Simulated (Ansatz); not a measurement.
**Structure relaxation of Li₂BiO₃**

Method: DFT r2SCAN, scalar-relativistic, plane waves, PAW in Ansatz. Cutoff 500 eV, Γ-centred k mesh, Gaussian smearing, no spin polarisation in the final step.

A relaxed cell is given with its space group left out.

```
CELL_PARAMETERS angstrom
2.18657 -4.87718 0.00000
2.18657 4.87718 0.00000
0.00000 0.00000 3.43880
ATOMIC_POSITIONS crystal
Li 0.65742 0.34258 0.50000
Li 0.34258 0.65742 0.50000
Bi 0.00000 0.00000 0.00000
O 0.14698 0.85302 0.50000
O 0.85302 0.14698 0.50000
O 0.50000 0.50000 0.00000
```

Formation energies are uncorrected and refer to the elements' standard structures at the same level (O₂ as a molecule).

**Question.** What space group does it have?

**Answer.** Cmmm (No. 65). Conventional cell: a = 4.373 Å, b = 9.754 Å, c = 3.439 Å. Around Li lie 1 O at 1.91 Å, 2 O at 2.19 Å and 2 O at 2.31 Å; Bi is coordinated by 6 O at 2.19–2.24 Å; around O on Wyckoff site j (2 atoms of the primitive cell) lie 1 Li at 1.91 Å, 2 Li at 2.19 Å and 2 Bi at 2.24 Å; around O on Wyckoff site b (1 atom of the primitive cell) lie 2 Bi at 2.19 Å and 4 Li at 2.31 Å.

**Question.** How far does it lie from the elements in energy?

**Answer.** -1.59 eV/atom.

**Question.** Is it a metal?

**Answer.** Yes, bands cross the Fermi level on the 10×10×12 mesh.

The final run used a 10×10×12 mesh on its 6-atom cell and 0.10 eV smearing. For metals, differences of a few meV/atom aren't resolved. Spin–orbit coupling is left out.

Cost: 2 runs of about 6.9 core-minutes in all, on Intel Xeon Platinum 8259CL (Skylake/Cascade Lake) (shared hosts).